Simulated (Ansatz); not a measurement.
# C2H4N+ (SMILES CC#[NH+]): one structure at several levels

An exercise on one series of results from a longer session: the logs are not shown, and one member is left open.

The runs use Ansatz 0.2.0, Gaussian basis; single points in def2-TZVPP.

Correlated methods freeze the cores.

## The system as given

7 atoms, charge 1, spin multiplicity 1.

Atoms are counted from 1 here; the program's logs count them from 0.

Bond lengths: C1–C2 1.597 Å, C1–H4 1.182 Å, C1–H5 0.991 Å, C2–N3 1.059 Å, N3–H7 1.101 Å. Angles: C2–C1–H4 111.3°, C2–C1–H5 90.7°, H4–C1–H5 120.9°, C1–C2–N3 158.2°, C2–N3–H7 164.2°.

Coordinates:

```
C    -0.79270    0.60440   -0.28240
C     0.55180   -0.13010    0.17000
N     1.19850   -0.93050    0.42120
H    -1.56350   -0.16120   -0.74790
H    -0.27550    1.22090   -0.86130
H    -1.06770    1.56240    0.70480
H     1.95590   -1.56990    0.90020
```

The first run:

The input, run/in.yaml:

```yaml
crystal:
  periodic: [false, false, false]
  atoms:
    - {symbol: C, position_ang: [-0.792700, 0.604400, -0.282400]}
    - {symbol: C, position_ang: [0.551800, -0.130100, 0.170000]}
    - {symbol: N, position_ang: [1.198500, -0.930500, 0.421200]}
    - {symbol: H, position_ang: [-1.563500, -0.161200, -0.747900]}
    - {symbol: H, position_ang: [-0.275500, 1.220900, -0.861300]}
    - {symbol: H, position_ang: [-1.067700, 1.562400, 0.704800]}
    - {symbol: H, position_ang: [1.955900, -1.569900, 0.900200]}
basis:
  gaussian: {orbitals: def2-TZVPP}
total_charge: 1
correlation: {method: ccsd_t}
output: {forces: true}
```

The command line of these runs was not kept.

Among the steps run: CCSD(T)/def2-TZVPP; PBE0-D4/def2-TZVPP; wB97M-V/def2-TZVPP; r2SCAN-D4/def2-TZVPP; PBE-D4/def2-TZVPP; B97M-V/def2-TZVPP; r2SCANh-D4/def2-TZVPP.

One of the session's tables, all rows but one given; the rest of the session is left out.

| method | RMS force component (eV/Å) | angle to CCSD(T) forces (°) |
| --- | --- | --- |
| CCSD(T) | 5.944 | reference |
| PBE0-D4 | 5.687 | 2.1 |
| wB97M-V | 5.596 | 1.9 |
| r2SCAN-D4 | 5.783 | 1.5 |
| PBE-D4 | ? | ? |
| B97M-V | 5.682 | 2.2 |
| r2SCANh-D4 | 5.685 | 2.0 |

Estimate the missing values for PBE-D4.

**Answer.** RMS force component (eV/Å): 6.001; angle to CCSD(T) forces (°): 2.0. In the column «RMS force component (eV/Å)» it is the highest.
